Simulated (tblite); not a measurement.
Species: C3H8OP2.
Z-matrix (Å and degrees, GFN2-xTB geometry), rows numbered from 1:
```
C 
C   1  1.5032
C   2  1.5555  1  116.56
P   3  1.8157  2   64.77  1  -115.13
O   4  1.4750  2  123.46  3   105.77
P   4  2.1750  2  113.11  3   -99.95
H   1  1.0886  2  111.03  3   168.88
H   1  1.0901  2  110.17  3    48.57
H   1  1.0904  2  110.26  3   -71.00
H   2  1.0860  1  114.92  3   137.69
H   3  1.0818  2  116.49  4  -109.51
H   3  1.0802  2  115.26  4   113.46
H   6  1.3951  4   89.19  2   160.71
H   6  1.3963  4   89.74  2  -107.37
```

Method: GFN2-xTB as coded in tblite; computed harmonic values from a numerical Hessian at the method's own geometry, unscaled. This tight-binding method is rough: wavenumbers can miss measured ones by several per cent, in bad cases by 10 to 20. Modes of hydrogen on phosphorus can be 10 to 20 % off. One conformer, not necessarily the lowest.

Harmonic wavenumbers (cm⁻¹): 71.3, 112.0, 140.1, 187.3, 221.9, 250.3, 286.5, 393.6, 453.2, 671.5, 705.7, 708.0, 747.8, 765.3, 885.4, 933.3, 964.7, 1008.3, 1093.5, 1102.7, 1118.1, 1155.2, 1239.3, 1290.7, 1385.6, 1408.0, 1481.1, 1487.8, 2259.6, 2306.1, 2996.8, 3001.4, 3007.4, 3026.1, 3051.5, 3076.8.

A = 2841, B = 2080, C = 1447 MHz; mass 122.005 u (most abundant isotopes); point group C1, symmetry number 1.

Task: What is the zero-point energy?

Result: Half the sum of the wavenumbers: 22497 cm⁻¹ = 64.32 kcal/mol.

Task: What is S at 298.15 K and 1 bar for an ideal gas of classical rigid rotors and harmonic oscillators?

Result: Translation 40.34, rotation 28.02, vibration 21.60: S = 90.0 cal/(mol K).

Task: And Cp and H(298.15 K) − H(0)?

Result: Cp = 31.24 cal/(mol K), of which vibrations give 23.29 (their classical limit is 36 R = 71.5); H(298.15 K) − H(0) = 5.90 kcal/mol without the zero-point energy, 3.53 from vibrations.

Task: Which modes carry the vibrational entropy at 298.15 K?

Result: 71.3 cm⁻¹: 4.12; 112.0 cm⁻¹: 3.23; 140.1 cm⁻¹: 2.80; 187.3 cm⁻¹: 2.25; 221.9 cm⁻¹: 1.94; 250.3 cm⁻¹: 1.73 cal/(mol K); the other 30 give 5.52 together.

Task: What must be added to the electronic energy to get the Gibbs energy at 298.15 K and 1 bar?

Result: ZPE + [H(298.15 K) − H(0)] − T·S = 64.32 + 5.90 − 26.82 = 43.40 kcal/mol.

Task: Blend soft modes into free rotors: weight 1/[1 + (100 cm⁻¹/ν̃)⁴] for the oscillator and the rest for a rotor with moment μB/(μ + B), μ = h/(8π²ν), B = 10⁻⁴⁴ kg m². What vibrational entropy results?

Result: 20.64 cal/(mol K) in place of 21.60, which changes −T·S at 298.15 K by +0.29 kcal/mol.

Hindered rotation and anharmonicity are outside this model. Other conformers, if any are populated, would add a mixing term that is left out. The structure is chiral; the term R ln 2 for an equal mix with its mirror image is left out.
